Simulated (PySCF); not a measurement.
# CH5B (BH2Me) at 6 levels

We compute a comparison of 6 runs (B2PLYP/STO-3G, B3LYP/STO-3G, M06-2X/STO-3G, SVWN5/STO-3G, UPBE0/STO-3G, NEVPT2(2,2)/STO-3G) of CH5B (BH2Me). 

The results are computed with PySCF 2.14.0.

1 further run of the same task is left out (set aside as unsound or not needed).

## 1. The molecule

CH5B has 7 atoms, charge 0, and is taken as a singlet. As SMILES, `[H]B([H])C`. One bond was lengthened or shortened from a relaxed shape.

Bond lengths: B1–C4 1.878 Å, B1–H2 1.170 Å, B1–H3 1.170 Å, C4–H5 1.093 Å, C4–H6 1.087 Å, C4–H7 1.088 Å. Angles: B1–C4–H5 107.0°, B1–C4–H6 114.5°, B1–C4–H7 113.9°, H2–B1–C4 120.0°, H3–B1–C4 120.6°, H5–C4–H6 106.4°, H5–C4–H7 105.8°, H6–C4–H7 108.6°, H2–B1–H3 119.4°.

## 2. The energy at B2PLYP/STO-3G (run 1)

File job.py:

```python
from pyscf import gto, dft, mp

system = gto.M(
    atom=[
    ('B', (0.601260, 1.052149, -0.000433)),
    ('H', (1.771360, 1.053369, 0.002297)),
    ('H', (0.026740, 2.069149, -0.068083)),
    ('C', (-0.337160, -0.573970, 0.039720)),
    ('H', (-0.405600, -0.929380, -0.991140)),
    ('H', (-1.358290, -0.496260, 0.405500)),
    ('H', (0.170950, -1.361910, 0.592050)),
],
    basis='sto-3g',
    max_memory=1860,
    verbose=3,
)

mf = dft.RKS(system, xc='0.53*HF + 0.47*B88, 0.73*LYP')
mf.conv_tol = 1e-10
mf.grids.level = 5
mf.kernel()
if not mf.converged:
    mf = mf.newton().run(mf.mo_coeff, mf.mo_occ)

pt = mp.MP2(mf, frozen=2).run()
energy = mf.e_tot + 0.27 * pt.e_corr
print('PT2 part  %.8f' % (0.27 * pt.e_corr))
print(f'total energy: {energy:.8f} hartree')
```

Run with:

```sh
$ OMP_NUM_THREADS=1 python job.py
```

Output:

```text
converged SCF energy = -64.9519897841208
E(RMP2) = -65.0668674783955  E_corr = -0.114877694274717
E(SCS-RMP2) = -65.082377366606  E_corr = -0.130387582485291
PT2 part  -0.03101698
total energy: -64.98300676 hartree
```

Run time: 2.5 s. Hardware: 1 thread of Arm Neoverse V1, shared host; peak memory 0.19 GiB.

## 3. The energy at B3LYP/STO-3G (run 2)

File input.py:

```python
from pyscf import gto, dft

mol = gto.M(
    atom=[
    ('B', (0.601260, 1.052149, -0.000433)),
    ('H', (1.771360, 1.053369, 0.002297)),
    ('H', (0.026740, 2.069149, -0.068083)),
    ('C', (-0.337160, -0.573970, 0.039720)),
    ('H', (-0.405600, -0.929380, -0.991140)),
    ('H', (-1.358290, -0.496260, 0.405500)),
    ('H', (0.170950, -1.361910, 0.592050)),
],
    max_memory=1860,
    charge=0,
    basis='sto-3g',
    verbose=4,
)

calc0 = dft.RKS(mol, xc='b3lyp')
calc0.grids.level = 5
calc0.conv_tol = 1e-10
calc0.kernel()
if not calc0.converged:
    calc0 = calc0.newton().run(calc0.mo_coeff, calc0.mo_occ)

e_tot = calc0.e_tot
print('Final energy', e_tot)
```

Run with:

```sh
$ OMP_NUM_THREADS=1 python input.py
```

Output:

```text
PySCF version 2.14.0

[INPUT] num. atoms = 7
[INPUT] num. electrons = 16
[INPUT] charge = 0
[INPUT] spin (= nelec alpha-beta = 2S) = 0
[INPUT] symmetry False subgroup None
[INPUT] Mole.unit = angstrom
[INPUT] Symbol           X                Y                Z      unit          X                Y                Z       unit  Magmom
[INPUT]  1 B      0.601260000000   1.052149000000  -0.000433000000 AA    1.136216729656   1.988273452235  -0.000818251412 Bohr   0.0
[INPUT]  2 H      1.771360000000   1.053369000000   0.002297000000 AA    3.347385268010   1.990578918107   0.004340700908 Bohr   0.0
[INPUT]  3 H      0.026740000000   2.069149000000  -0.068083000000 AA    0.050531276571   3.910124920918  -0.128658223739 Bohr   0.0
[INPUT]  4 C     -0.337160000000  -0.573970000000   0.039720000000 AA   -0.637140060158  -1.084646103717   0.075059921668 Bohr   0.0
[INPUT]  5 H     -0.405600000000  -0.929380000000  -0.991140000000 AA   -0.766472916124  -1.756273665648  -1.872983151101 Bohr   0.0
[INPUT]  6 H     -1.358290000000  -0.496260000000   0.405500000000 AA   -2.566796097735  -0.937795486577   0.766283943511 Bohr   0.0
[INPUT]  7 H      0.170950000000  -1.361910000000   0.592050000000 AA    0.323048680994  -2.573636906306   1.118812352049 Bohr   0.0

nuclear repulsion = 29.4491272023534
number of shells = 11
number of NR pGTOs = 45
number of NR cGTOs = 15
basis = sto-3g
ecp = {}

******** <class 'pyscf.dft.rks.RKS'> ********
method = RKS
initial guess = minao
damping factor = 0
level_shift factor = 0
DIIS = <class 'pyscf.scf.diis.CDIIS'>
diis_start_cycle = 1
diis_space = 8
diis_damp = 0
SCF conv_tol = 1e-10
SCF conv_tol_grad = None
SCF max_cycles = 50
direct_scf = True
direct_scf_tol = 1e-13
XC library pyscf.dft.libxc version 7.0.0
    S. Lehtola, C. Steigemann, M. J.T. Oliveira, and M. A.L. Marques.,  SoftwareX 7, 1–5 (2018)
XC functionals = b3lyp
    P. J. Stephens, F. J. Devlin, C. F. Chabalowski, and M. J. Frisch.,  J. Phys. Chem. 98, 11623 (1994)
radial grids:
    Treutler-Ahlrichs [JCP 102, 346 (1995); DOI:10.1063/1.469408] (M4) radial grids

becke partition: Becke, JCP 88, 2547 (1988); DOI:10.1063/1.454033
pruning grids: <function nwchem_prune>
grids dens level: 5
symmetrized grids: False
atomic radii adjust function: <function treutler_atomic_radii_adjust>
small_rho_cutoff = 0
Set gradient conv threshold to 1e-05
Initial guess from minao.
tot grids = 203840
init E= -64.7930398143129
  HOMO = -0.289076677307049  LUMO = -0.0163607057347712  gap/eV = 7.42098
cycle= 1 E= -65.1119318178019  delta_E= -0.319  |g|= 0.201  |ddm|= 2.75
  HOMO = -0.235639021331672  LUMO = 0.00869454694178251  gap/eV = 6.64866
cycle= 2 E= -65.1116861396795  delta_E= 0.000246  |g|= 0.208  |ddm|= 0.543
  HOMO = -0.253787306687797  LUMO = 0.0336391212741075  gap/eV = 7.82127
cycle= 3 E= -65.1262628816992  delta_E= -0.0146  |g|= 0.00626  |ddm|= 0.278
  HOMO = -0.252262472539227  LUMO = 0.0352888154043628  gap/eV = 7.82467
cycle= 4 E= -65.1262763829455  delta_E= -1.35e-05  |g|= 0.00189  |ddm|= 0.0119
  HOMO = -0.252927786795669  LUMO = 0.0345471749653131  gap/eV = 7.82259
cycle= 5 E= -65.1262777206958  delta_E= -1.34e-06  |g|= 0.000167  |ddm|= 0.00318
  HOMO = -0.252869375665317  LUMO = 0.0346563115314135  gap/eV = 7.82397
cycle= 6 E= -65.1262777349143  delta_E= -1.42e-08  |g|= 9.5e-06  |ddm|= 0.000324
  HOMO = -0.252867477697226  LUMO = 0.0346541308599655  gap/eV = 7.82386
cycle= 7 E= -65.1262777349655  delta_E= -5.12e-11  |g|= 8.33e-07  |ddm|= 2.05e-05
  HOMO = -0.25286755958732  LUMO = 0.0346540802576384  gap/eV = 7.82386
Extra cycle  E= -65.1262777349661  delta_E= -5.83e-13  |g|= 2.09e-07  |ddm|= 2.44e-06
converged SCF energy = -65.1262777349661
Final energy -65.12627773496607
```

Run time: 2.5 s. Hardware: 1 thread of Arm Neoverse V1, shared host; peak memory 0.19 GiB.

Runs 3 to 5 aren't shown in full; the table further down has their settings and results.

## 4. A single-point energy at NEVPT2(2,2)/STO-3G (run 6)

File mol.xyz:

```xyz
7

B      0.601260     1.052149    -0.000433
H      1.771360     1.053369     0.002297
H      0.026740     2.069149    -0.068083
C     -0.337160    -0.573970     0.039720
H     -0.405600    -0.929380    -0.991140
H     -1.358290    -0.496260     0.405500
H      0.170950    -1.361910     0.592050
```

File calc.py:

```python
import numpy
from pyscf import gto, scf, mp, mcscf, mrpt

mol = gto.M(
    atom='mol.xyz',
    max_memory=1860,
    verbose=4,
    spin=0,
    charge=0,
    basis='sto-3g',
)

myscf = scf.RHF(mol)
myscf.conv_tol = 1e-10
myscf.kernel()
if not myscf.converged:
    myscf = myscf.newton().run(myscf.mo_coeff, myscf.mo_occ)

pt = mp.MP2(scf.addons.convert_to_uhf(myscf)).run()
noons, natorbs = mcscf.addons.make_natural_orbitals(pt)
print('natural occupations', numpy.round(noons[:40], 4))
cas = mcscf.CASSCF(myscf, 2, 2)
cas.fix_spin_(ss=0.0)
cas.natorb = True
cas.kernel(natorbs)
e_pt2 = mrpt.NEVPT(cas).kernel()
etot = cas.e_tot + e_pt2
print('Final energy', etot)
```

Run with:

```sh
$ OMP_NUM_THREADS=1 python calc.py
```

Output:

```text
PySCF version 2.14.0

[... 59 lines left out ...]
converged SCF energy = -64.6269185861903
[... 32 lines left out ...]
sorting_mo_energy = False
[... 20 lines left out ...]
1-step CASSCF converged in   3 macro ( 24 JK   8 micro) steps
[... 2 lines left out ...]
Natural orbital (expansion on meta-Lowdin AOs) in CAS space
[... 8 lines left out ...]
CASSCF energy = -64.6487402050431
[... 2 lines left out ...]
******** <class 'pyscf.mrpt.nevpt2.NEVPT'> ********
NEVPT2 (1e+1e, 2o), ncore = 7, nvir = 6
root = 0
Natural occ [1.96092425 0.03907575]
Natural orbital (expansion on meta-Lowdin AOs) in CAS space
               #1        #2
0 B 1s           0.00575   0.00918
0 B 2s          -0.34094  -0.42054
0 B 2px          0.28786   0.30646
[... 11 lines of this table left out ...]
6 H 1s           0.04434  -0.02394
<CAS-nat-orb|mo-hf>  8      8       -0.94480483
<CAS-nat-orb|mo-hf>  9      10      -0.99140963
Sr    (-1)',   E = -0.00000000007074
Si    (+1)',   E = -0.00000000000911
Sijrs (0)  ,   E = -0.05849078924665
Sijr  (+1) ,   E = -0.00250525080815
Srsi  (-1) ,   E = -0.00285975045442
Srs   (-2) ,   E = -0.00075943149990
Sij   (+2) ,   E = -0.00049221564620
Sir   (0)' ,   E = -0.01120039706080
Nevpt2 Energy = -0.076307834795980
Final energy -64.72504803983904
```

Wall time 0.9 s (1 thread of Arm Neoverse V1, shared host); peak memory 0.12 GiB.

## 5. All runs side by side

```csv
run,level,frozen core orbitals,follow instability,energy (Eh),dipole moment (D) of the reference,HOMO energy (eV),LUMO energy (eV),wall time
1,B2PLYP/STO-3G,2,–,-64.983007,0.07,-8.31,3.25,2.5 s
2,B3LYP/STO-3G,–,–,-65.126278,0.06,-6.88,0.94,2.5 s
3,M06-2X/STO-3G,–,–,-65.104425,0.08,-8.33,2.43,3.3 s
4,SVWN5/STO-3G,–,–,-64.397631,0.16,-5.55,-0.30,1.8 s
5,UPBE0/STO-3G,–,yes,-65.026503,0.07,-7.10,1.25,8.7 s
6,"NEVPT2(2,2)/STO-3G",–,–,-64.725048,0.13,-10.29,6.63,0.9 s
```

## 6. Outcome

| quantity | value |
| --- | --- |
| run 6: total energy | -64.72505 Eh |
| run 6: dipole moment (Hartree–Fock density) | 0.13 D |
| run 6: HOMO energy (Hartree–Fock orbitals) | -10.29 eV |
| run 6: LUMO energy (Hartree–Fock orbitals) | 6.63 eV |
| run 6: HOMO–LUMO gap (Hartree–Fock orbitals) | 16.92 eV |

Over runs 1, 2, 3, 4, 5 the dipole moment (its size) runs from 0.06 D (B3LYP/STO-3G) to 0.16 D (SVWN5/STO-3G). Over runs 1, 2, 3, 4, 5 the HOMO–LUMO gap runs from 5.26 eV (SVWN5/STO-3G) to 11.56 eV (B2PLYP/STO-3G). A double hybrid's value is that of its SCF part. Totals of different functionals can't be ranked against each other. In runs 1, 2, 3, 4, 5, 6 the basis is minimal, so the values are rough. All runs together took 20 s, the longest 8.7 s.
